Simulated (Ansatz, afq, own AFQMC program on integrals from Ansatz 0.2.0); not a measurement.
Two steps: Ansatz 0.2.0 writes the Fock matrix and Cholesky factors of the valence space, and afq projects on them the lowest state that overlaps trial and start.

```yaml
crystal:
  periodic: [false, false, false]
  atoms:
    - {symbol: Si, position_ang: [0.000000, -0.024816, 0.560007]}
    - {symbol: O, position_ang: [0.000000, 0.096617, -1.083436]}
    - {symbol: H, position_ang: [1.203564, -0.746254, 1.057763]}
    - {symbol: H, position_ang: [0.000000, 1.365115, 1.069958]}
    - {symbol: H, position_ang: [-1.203564, -0.746254, 1.057763]}
    - {symbol: H, position_ang: [0.000000, -0.714756, -1.591887]}
basis:
  gaussian: {orbitals: cc-pVDZ}
magnetization: {spin_polarized: false}
correlation: {method: ccsd_t, electrons: outside_noble_gas, hamiltonian_folder: ham}
```

```sh
$ ansatz run in.yaml --threads 1 --pin off --events-out ev --progress --plain --max-ram 1843MiB
```

Options of the walk:

```
--method phaseless --trial hf --walkers 120 --populations 1 --least-time 40 --time-step 0.005 --steps-per-block 20 --equilibration-blocks 112 --max-blocks 600 --target-error 0.00135 --factor-cut 1e-05 --seed 148 --taylor-order 6
```

Times are imaginary, in 1/Eh. The walk had a cap of 1135 s.

Output of the walk:

```
orbitals 46  electrons 7 7  factors 355 of 482
reference energy -366.15228709 Eh
CCSD correlation -0.32435686 Eh in 10 cycles, weight of the determinant in the CISD state 0.8908
energy of the start -366.152287 Eh
 block  time / (1/Eh)  mean weight  energy / Eh
     1     0.100  1.0015  -366.251012
     2     0.200  1.0031  -366.319491
     3     0.300  1.0034  -366.354930
     4     0.400  1.0015  -366.382623
     5     0.500  1.0014  -366.403669
     8     0.800  1.0020  -366.424500
    18     1.800  1.0008  -366.500177
    69     6.900  0.9980  -366.466075
   120    12.000  1.0012  -366.486942
   171    17.100  0.9996  -366.474988
   222    22.200  0.9993  -366.511675
   273    27.300  1.0001  -366.494976
   324    32.400  1.0025  -366.465194
   375    37.500  0.9997  -366.491595
   426    42.600  1.0001  -366.451009
   477    47.700  1.0015  -366.513926
   528    52.800  0.9992  -366.497220
   579    57.900  0.9996  -366.504000
   630    63.000  1.0019  -366.480557
   664    66.400  1.0019  -366.574565
   681    68.100  0.9966  -366.508166
   698    69.800  0.9991  -366.463410
blocks merged  error / Eh  count
     1  0.000930  600
     2  0.001193  300
     4  0.001504  150
     8  0.001714  75
    16  0.001895  37
    32  0.002288  18
    64  0.001855  9
energy -366.484225 +/- 0.002288 Eh
(rows thinned)
```

The run passed its tests (sampling time, drift between the halves within three errors, error under three times the target), which doesn't prove that it has relaxed.

Against this walk (error 62.3 meV) on the same determinant: CCSD(T) 40.8 meV higher (within the noise), CCSDT(Q) 7.2 meV higher (within the noise), a separate phaseless walk with a CISD trial and standard settings 18.1 ± 63.2 meV higher (within the noise). The error is statistical and leaves out the bias of the constraint.

Cautions: constraint bias not in the error; error above the target (62.3 against 36.7 meV).

The walk took 4.6 min on 1 thread of Arm Neoverse V1, on a shared host. The log's last line is the phaseless energy.

CCSDT and higher add their correlation energy to the determinant of the CCSD(T) run, since their own runs factorise the integrals more tightly (a shift of under 2 meV). A walk keeps the symmetry of its determinant, which the program's search chose and which needn't be the lowest solution, so a lower state of the same spin and another symmetry isn't excluded.
